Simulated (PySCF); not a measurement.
How far each method lies from RCCSDT(Q) for H₂S, singlet

Geometry: MP2(full)/6-31G*, from the G2/97 set.

```
atom   x (Å)    y (Å)    z (Å)
   S  0.0000   0.0000   0.0544
   H  0.0000   0.9743  -0.8648
   H  0.0000  -0.9743  -0.8648
```

Basis cc-pV(T+d)Z; PySCF 2.14.0. Correlated methods freeze the noble-gas cores, which leaves 8 electrons in 62 orbitals. Prefix R: restricted or restricted open-shell reference.

Full CI isn't at hand for all of this; RCCSDT(Q) serves as the reference, and is uncertain by the last step of the cluster series or more.

The T1 diagnostic (ROHF- or RHF-based CCSD) is 0.0094. The largest doubles amplitude (ROHF- or RHF-based CCSD) is 0.048.

Q: From what is known of these methods and the diagnostics, rank them by the size of their error in total energy against RCCSDT(Q) in cc-pV(T+d)Z, smallest first (an estimate: the text doesn't fix the numbers).
A. RCCSDT
B. RCCSD(T)
C. RMP2
D. RCCSD
E. RHF

A: A (0.9 kJ/mol), B (2.7 kJ/mol), D (23.7 kJ/mol), C (87.8 kJ/mol), E (588.4 kJ/mol).

All errors are against RCCSDT(Q) in cc-pV(T+d)Z. Within each family the higher level lies nearer, as is usual though not guaranteed.
